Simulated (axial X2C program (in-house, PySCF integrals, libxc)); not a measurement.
**Linear PSH at several levels**

Aim: the two bond lengths and stretching wavenumbers of linear PSH, with and without spin–orbit coupling, at PBE0, HF, PBE, MP2.

Computed with an in-house X2C program for linear molecules on PySCF integrals. Level: all-electron X2C, two-component (2c) or spin-free, P dyall-v3z, S dyall-av3z, H dyall-v3z.

All values are calculated.

2 further runs of the same task are left out: 2 set aside as unsound or not needed.

## Step 1: The job

Input file task.json:

```json
{
 "zs": [
  15,
  16,
  1
 ],
 "q": 0,
 "bas": [
  "dyall-v3z",
  "dyall-av3z",
  "dyall-v3z"
 ],
 "r0": [
  2.14,
  1.34
 ],
 "symm": 0,
 "scan": [
  "PBE0",
  "HF",
  "PBE"
 ],
 "levels": [
  "PBE0",
  "HF",
  "r2SCAN"
 ],
 "nst": 2
}
```

Keys: zs atomic numbers; q charge; bas basis sets; r0 starting distance in Å; symm equal bonds; scan levels of the two-bond scan (MP2 follows by itself at each HF point); levels methods; nst determinants followed.

Command:

```console
$ python solin.py task.json out
```

Masses P 30.974, S 31.972, H 1.008 u.

## Step 2: Scan at PBE0, 2c

State: Ω = 1 (beyond evenly filled blocks: ω = -1/2, ω = 3/2). Energies above the lowest point, from the job's result record:

```tsv
r(P–S) (Å)	r(S–H) (Å)	E (meV)
1.9919	1.3046	38.99
1.9919	1.3380	24.69
1.9919	1.3715	40.47
2.0430	1.3046	14.61
2.0430	1.3380	0.00
2.0430	1.3715	15.49
2.0430	1.4049	56.08
2.0941	1.3046	37.76
2.0941	1.3380	22.81
2.0941	1.3715	37.98
2.1452	1.3380	82.87
2.1452	1.4049	137.60
```

A quadratic surface with cubic terms in each bond gives the minimum at 2.042 and 1.337 Å, force constants 2.92, 4.34 and coupling -0.03 mdyn/Å.

## Step 3: Scan at HF, 2c

State: Ω = 1 (beyond evenly filled blocks: ω = -1/2, ω = 3/2). Energies above the lowest point, from the job's result record:

```tsv
r(P–S) (Å)	r(S–H) (Å)	E (meV)
1.9919	1.3046	58.71
1.9919	1.3380	59.43
1.9919	1.3715	91.05
2.0430	1.3046	5.16
2.0430	1.3380	5.48
2.0430	1.3715	36.71
2.0430	1.4049	93.66
2.0941	1.3046	0.08
2.0941	1.3380	0.00
2.0941	1.3715	30.82
2.1452	1.3380	32.88
2.1452	1.4049	119.43
```

A quadratic surface with cubic terms in each bond gives the minimum at 2.074 and 1.321 Å, force constants 2.59, 4.78 and coupling -0.04 mdyn/Å.

## Step 4: Scan at PBE, 2c

State: Ω = 1 (beyond evenly filled blocks: ω = -1/2, ω = 3/2). Energies above the lowest point, from the job's result record:

```tsv
r(P–S) (Å)	r(S–H) (Å)	E (meV)
1.9919	1.3046	63.15
1.9919	1.3380	38.90
1.9919	1.3715	44.25
2.0430	1.3046	24.47
2.0430	1.3380	0.00
2.0430	1.3715	5.16
2.0430	1.4049	35.05
2.0941	1.3046	33.10
2.0941	1.3380	8.38
2.0941	1.3715	13.30
2.1452	1.3380	53.73
2.1452	1.4049	87.75
```

A quadratic surface with cubic terms in each bond gives the minimum at 2.058 and 1.348 Å, force constants 2.71, 4.03 and coupling -0.02 mdyn/Å.

## Step 5: Comparison

| level | r(P–S) (Å) | r(S–H) (Å) | lower stretch (cm⁻¹) | upper stretch (cm⁻¹) |
| --- | --- | --- | --- | --- |
| PBE0, 2c | 2.042 | 1.337 | 557.1 | 2746.3 |
| HF, 2c | 2.074 | 1.321 | 524.6 | 2883.5 |
| PBE, 2c | 2.058 | 1.348 | 536.5 | 2647.2 |
| MP2, 2c | 2.052 | 1.333 | 554.0 | 2774.5 |
| PBE0, spin-free | 2.042 | 1.337 | 557.3 | 2747.3 |
| HF, spin-free | 2.074 | 1.321 | 524.9 | 2884.4 |
| PBE, spin-free | 2.058 | 1.348 | 536.7 | 2648.3 |
| MP2, spin-free | 2.052 | 1.333 | 554.1 | 2775.3 |

Scans not shown above were run alike.

In words: Over the levels the P–S bond spans 2.042 to 2.074 Å and the S–H bond 1.321 to 1.348 Å. At PBE0 spin–orbit coupling leaves both bonds unchanged to 0.001 Å. Each state is one determinant, the lowest of a limited PBE0 search; the stretches come from a fit to few points and are good to some per cent at best. MP2 freezes inner shells (threshold -2 hartree). The molecule was held linear; bending was not examined, so a bent shape may lie lower. Open-shell Ω = 0 determinants with evenly filled partner blocks cannot be reached by this program, so the Ω shown need not be the lowest component. Note: several unpaired electrons, one determinant need not be a pure state.
